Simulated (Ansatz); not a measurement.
# AlSiH (triplet): from Hartree-Fock to the top rungs at distance Si1–Al2 = 6.404 Å, 6-31G

Aim: climb from Hartree-Fock through coupled cluster and multireference methods for AlSiH (triplet) at one geometry and basis, and see what each rung misses.

The runs use Ansatz 0.2.0, Gaussian basis; 6-31G, core rule «outside noble gas», up to 10 orbitals frozen.

Plan: UHF; CCSD(T) on ROHF; CCSD(T) on UHF; BCCD(T) on ROHF; CISD; CCSDT(Q) on ROHF; CCSDT(Q) on UHF; CISDTQ; CCSDTQ on ROHF; CCSDTQ on UHF; CASSCF and MRCISD+Q, 4 electrons in 4 orbitals; CASSCF and NEVPT2, 4 electrons in 4 orbitals; CASSCF and MRCISD+Q, 8 electrons in 9 orbitals; CASSCF and NEVPT2, 8 electrons in 9 orbitals; Full CI.

17 further runs of the same task are left out: 13 that didn't finish, 4 set aside as unsound or not needed.

## 1. The system

The geometry derives from a PBE0/def2-TZVP stationary point (not a proven minimum). One bond is set to the value named and the two fragments are kept rigid.

3 atoms, charge 0, spin multiplicity 3.

Atoms are counted from 1 here; the program's logs count them from 0.

Bond lengths: Al2–H3 1.599 Å.

## 2. UHF

Input file in.yaml:

```yaml
crystal:
  periodic: [false, false, false]
  atoms:
    - {symbol: Si, position_ang: [0.000000, 0.000000, 4.802289]}
    - {symbol: Al, position_ang: [0.000000, 0.000000, -1.601711]}
    - {symbol: H, position_ang: [0.000000, 0.000000, -3.200577]}
basis:
  gaussian: {orbitals: 6-31G}
magnetization: {spin_polarized: true, initial_magnetization: 2}
hamiltonian: {xc: hf}
output: {orbitals: {seedname: orbitals}}
```

Started as:

```bash
> ansatz run in.yaml --threads 1 --pin off --events-out ev --progress --plain --max-ram 2393MiB
```

After this run come: CCSD(T) on ROHF; CCSD(T) on UHF; BCCD(T) on ROHF; CISD; CCSDT(Q) on ROHF; CCSDT(Q) on UHF; CISDTQ; CCSDTQ on ROHF; CCSDTQ on UHF; CASSCF and MRCISD+Q, 4 electrons in 4 orbitals; CASSCF and NEVPT2, 4 electrons in 4 orbitals; CASSCF and MRCISD+Q, 8 electrons in 9 orbitals; CASSCF and NEVPT2, 8 electrons in 9 orbitals; Full CI.

Q: Predict the results of all the runs planned. Wanted: FCI below the RHF energy; RMP2 from FCI; UMP2 from FCI; RCCSD from FCI; RCCSD(T) from FCI; UCCSD(T) from FCI; RCCSDT(Q) from FCI; UCCSDT(Q) from FCI; MRCISD+Q pair from FCI.

**Answer**, as computed:

```
                         quantity                                                                                                                                                       value
         FCI below the RHF energy                                                                                                                                                  -1.8909 eV
                    RMP2 from FCI                                                                                                                                                  +711.8 meV
                    UMP2 from FCI                                                                                                                                                  +711.6 meV
                   RCCSD from FCI                                                                                                                                                   +17.1 meV
                RCCSD(T) from FCI                                                                                                                                                    +6.2 meV
                UCCSD(T) from FCI                                                                                                                                                    +6.0 meV
               RCCSDT(Q) from FCI                                                                                                                                                    +0.5 meV
               UCCSDT(Q) from FCI                                                                                                                                                    +0.4 meV
           MRCISD+Q pair from FCI                                                                                                                                                   -38.9 meV
          NEVPT2 valence from FCI                                                                                                                                                  +211.4 meV
        MRCISD+Q valence from FCI                                                                                                                                                    +7.6 meV
levels within 1 kcal/mol (43 meV)  RCCSD, UCCSD, RCCSD(T), UCCSD(T), BCCD(T), RCCSDT, UCCSDT, CISDTQ, RCCSDT(Q), UCCSDT(Q), RCCSDTQ, UCCSDTQ, MRCISD+Q pair, MRCISD valence, MRCISD+Q valence
                    T1 diagnostic                                                                                                                                                       0.011
   effectively unpaired electrons                                                                                                                                                        2.08
```

**Reading.** RCCSD(T) misses by +6.2 meV, 0.3 % of the correlation energy. MRCISD+Q pair falls below full CI: the +Q correction isn't variational, and the cores differ from full CI's. One determinant dominates. Of the multireference levels listed MRCISD+Q valence comes nearest in total energy (+7.6 meV), which doesn't show that its space is the better one. These misses are within one basis, not against nature; the frozen cores of restricted and unrestricted runs differ, which can shift their rows.
